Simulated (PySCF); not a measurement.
# Assigning NMR signals

Numbering as in the mapped SMILES `[O:1]=[C:2]1[NH:3][CH:4]=[C:5]2[C:6](=[O:7])[NH:8][CH:9]=[C:10]12` (H(Xn): hydrogen on atom n).

PySCF 2.14 calculation with shielding tensors at PBE0/pcSseg-2 (GIAO) and PBE0-D3(BJ)/def2-TZVP structure; one computed conformer, rapidly exchanging positions averaged, no solvent, relativity neglected.

References, each an isolated molecule treated in the same way: $^{13}$C (σref 186.03), $^{1}$H (σref 31.52) against TMS.

Q: Assign these signals to the numbered atoms. $^{13}$C{$^{1}$H} NMR (computed): δ 169.0 (C), 139.9 (CH), 118.9 (C).

A: 
169.0 → C2/C6, amide carbonyl carbon: lone-pair donation from the attached heteroatom keeps it upfield of a ketone carbonyl
139.9 → C4/C9, alkene carbon bearing nitrogen: an sp2 carbon further deshielded by the attached heteroatom
118.9 → C5/C10, β carbon of an enol-ether or enamine type C=C

Q: Assign these signals to the numbered atoms. $^{1}$H NMR (600 MHz, computed): δ 7.27 (d, 2H), 6.49 (br, 2H).

A: 
7.27 → H(C4)/H(C9), hydrogen on an alkene carbon bearing nitrogen: attached to an sp2 carbon and in the plane of the double bond
6.49 → H(N3)/H(N8), hydrogen on an amide-type nitrogen: exchangeable; this is the value without hydrogen bonding to other molecules

The OH or NH signal is concentration- and solvent-dependent in practice; the value given is the gas-phase one. Amide-type NH protons are broadened by 14N but still split neighbouring CH signals. Shifts are as computed. Against solution values, carbons near 30 ppm lie about +3 ppm off and those near 130 ppm about +9 ppm. Of 1309 compounds with measured shifts, 239 miss one by over three times the rms of a fit or turn the order of signals round; such compounds aren't used in these exercises. The C=O carbon of an acid or of an amide with N–H lies up to 10 ppm further downfield in solution, through hydrogen bonding that the calculation lacks.
